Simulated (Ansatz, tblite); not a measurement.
Cost and result up the ladder for Li3H3 (6 atoms). Total charge 0; singlet. Geometry: r2SCAN-D4/def2-TZVP.

```csv
atom,x (Å),y (Å),z (Å)
Li1,0.5905,1.5074,0.0848
Li2,0.3753,-1.0837,1.1460
Li3,-0.9652,-0.4237,-1.2305
H4,-0.4135,1.1979,-1.2685
H5,1.0715,0.4672,1.3583
H6,-0.6586,-1.6652,-0.0901
```

Ansatz on 4 threads of Arm Neoverse N1 on a shared host; xTB runs through tblite on one thread. Times are rough, summed over both states, and most runs start from the orbitals of an earlier one. PBE0-D4/def2-TZVP serves as the yardstick here, not as an exact answer. The other state is a doublet.

The xTB rows come from tblite. Correlated methods freeze no core orbitals; core or outer-core shells of Li are correlated, in sets that lack core-valence functions. In CCSD on the charge 1 doublet the largest single amplitude is 0.28, so its Hartree–Fock determinant may place the open shell otherwise than the density functionals do. The structure comes from a short search, and lower isomers may exist.

Run but left out: HF/def2-TZVPP, MP2/def2-TZVPP (charge +1 doublet: a determinant that CCSD turns far, T1 0.061); PBE-D4/def2-TZVP, r2SCAN-D4/def2-TZVP (charge +1 doublet: an occupied level 0.18 to 0.23 eV above an empty one).

Correlated methods converge slowly with the basis.

Raw xTB energies of ions are shifted by several eV.

```
             level  functions  wall time  vertical IE (eV)  difference from PBE0-D4/def2-TZVP (eV)                        remarks
          GFN1-xTB         18    0.005 s             14.85                                    6.18                              –
          GFN2-xTB         15    0.006 s             12.48                                    3.81                              –
 PBE0-D4/def2-TZVP         60        3 s              8.67                                    0.00                              –
CCSD(T)/def2-TZVPP         99        7 s              9.09                                    0.42  large T1 (0.061) (+1 doublet)
```
